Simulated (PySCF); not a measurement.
Start geometry of `NN` (N2H4) from GFN2-xTB (Å):
```
atom  x, y, z in Å
N1    -0.6687   -0.1834    0.2535
N2     0.6936    0.1593    0.2172
H3    -1.2221    0.6992    0.4158
H4    -0.9927   -0.5573   -0.6315
H5     1.2166   -0.6982    0.3818
H6     0.9975    0.5503   -0.6815
```

**Question.** What comes out of this run: PySCF, PBE0-D3(BJ)/def2-SVP geometry optimisation, gas phase?

**Answer.** 
```
atom  x, y, z in Å
N1    -0.5697   -0.4041    0.2217
N2     0.6686    0.2535    0.1720
H3    -1.2055    0.1326    0.8069
H4    -1.0122   -0.5060   -0.6933
H5     1.4035   -0.4363    0.0375
H6     0.7398    0.9298   -0.5896
```

The energy falls by 0.99 kcal/mol over 6 energy and gradient evaluations, the largest force component goes from 0.0285 to 3.2e-04 Eh/bohr, and the atoms move by 0.060 Å rms after alignment. The bond that changes most is N1–H3 (hydrazine nitrogen to N–H hydrogen), which shortens by 0.037 Å. Bonds longer at the end by more than 0.005 Å: 1 of 5; shorter: 2. Among the angles that change most is N1–N2–H5, from 106.8° to 108.9°. Among the dihedrals that turn most is H3–N1–N2–H5, from 161° to 151°. Rotational constants go from 141505, 25232, 24742 to 145993, 24978, 24940 MHz. The orientation of the end geometry is arbitrary; only internal coordinates are fixed.

The run used 48 basis functions and 37 SCF cycles in all. On one thread, Arm Neoverse V1 (aarch64), no GPU, shared host, this took 3.1 s and 0.27 GiB of memory at its peak.

Whether it is a minimum is left open (no frequencies). The numbers are those of one conformer.
